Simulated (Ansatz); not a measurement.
# AlH+ (doublet): the correlation ladder at distance Al1–H2 = 4.348 Å, cc-pVQZ

One table from this session's results is given with a row withheld; the runs are named, their logs left out.

Program: Ansatz 0.2.0, Gaussian basis. Level of theory: cc-pVQZ, core rule «outside noble gas», up to 5 orbitals frozen. These are calculated values, not measurements.

Plan: UHF; CCSD(T) on ROHF; CCSD(T) on UHF; BCCD(T) on ROHF; CCSDT on ROHF; CCSDT on UHF; CASSCF and MRCISD+Q, 3 electrons in 5 orbitals; CASSCF and NEVPT2, 3 electrons in 5 orbitals; Full CI.

27 further runs of the same task are left out: 4 for a known fault of the program, 17 that didn't finish, 6 set aside as unsound or not needed.

## What is computed

The geometry derives from a PBE0/def2-TZVP stationary point (not a proven minimum). One bond is set to the value named and the two fragments are kept rigid.

2 atoms, charge 1, spin multiplicity 2.

Atoms are counted from 1 here; the program's logs count them from 0.

No contacts short enough for the rule that draws bonds.

Set-up of the first run:

Contents of in.yaml:

```yaml
crystal:
  periodic: [false, false, false]
  atoms:
    - {symbol: Al, position_ang: [0.000000, 0.000000, 0.000000]}
    - {symbol: H, position_ang: [0.000000, 0.000000, 4.348000]}
basis:
  gaussian: {orbitals: cc-pVQZ}
total_charge: 1
magnetization: {spin_polarized: true, initial_magnetization: 1}
hamiltonian: {xc: hf}
output: {orbitals: {seedname: orbitals}}
```

Launch:

```bash
$ ansatz run in.yaml --threads 1 --pin off --events-out ev --progress --plain --max-ram 2393MiB
```

Steps of the session up to this table: UHF; CCSD(T) on ROHF; CCSD(T) on UHF; BCCD(T) on ROHF; CCSDT on ROHF; CCSDT on UHF; CASSCF and MRCISD+Q, 3 electrons in 5 orbitals; CASSCF and NEVPT2, 3 electrons in 5 orbitals; Full CI.

One of the session's tables, all rows but one given; the rest of the session is left out.

```
          method  from FCI (kJ/mol)
            ROHF             +105.8
             UHF             +105.8
            RMP2              +29.2
            UMP2              +29.2
           RCCSD                0.0
           UCCSD                0.0
        RCCSD(T)                0.0
        UCCSD(T)                0.0
         BCCD(T)                0.0
          RCCSDT                0.0
          UCCSDT                0.0
  CASSCF valence               +8.0
  NEVPT2 valence                  ?
  MRCISD valence               +0.4
MRCISD+Q valence               +0.4
             FCI                  0
```

**Question.** Estimate the row for NEVPT2 valence.

**Answer.** from FCI (kJ/mol): +2.5. In the column «from FCI (kJ/mol)» it lies between MRCISD+Q valence (+0.4) and CASSCF valence (+8.0).

Caveats from the session: Levels on UHF freeze UHF's core orbitals, full CI those of ROHF, so the U rows can settle a little off it for that reason alone. Restricted and unrestricted rows rest on different reference determinants; where their highest levels disagree by more than a few hundredths of an eV, they describe different states and don't form one ladder.
